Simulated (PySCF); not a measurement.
BH5OSi.
InChI=1S/BH5OSi/c1-3-2/h2H,1,3H2

Torsions of this conformer, `[BH2:1][SiH2:2][OH:3]`: H–O3–Si2–B1 47°.

The closed-shell ground state was solved at several levels (PySCF, density fitting, gas phase, non-relativistic). One conformer (not necessarily the lowest) at the PBE0-D3(BJ)/def2-SVP geometry, without solvent, vibrations or thermal averaging.

```tsv
level	basis functions	HOMO (eV)	LUMO (eV)	gap (eV)	dipole (D)
B3LYP/def2-SVPD	107	-7.82	-2.72	5.10	1.47
KT3/pcSseg-2	185	-6.78	-3.41	3.37	1.39
```

Problem. What might PBE0/pcSseg-1 (83 basis functions) give for the same quantities?

Solution. HOMO -8.00 eV, LUMO -2.49 eV, gap 5.51 eV, dipole 1.58 D.

Problem. Over all these levels, which gives the widest orbital gap and which the narrowest?

Solution. PBE0/pcSseg-1 (global hybrid, 25 % exact exchange) has the widest, 5.51 eV, and KT3/pcSseg-2 (GGA) the narrowest, 3.37 eV. Functional and basis both differ between the two, so the spread mixes both effects.

Problem. How far do the dipole and the HOMO energy spread over the levels?

Solution. The dipole runs from 1.39 to 1.58 D (mean 1.48 D) and the HOMO from -8.00 to -6.78 eV.
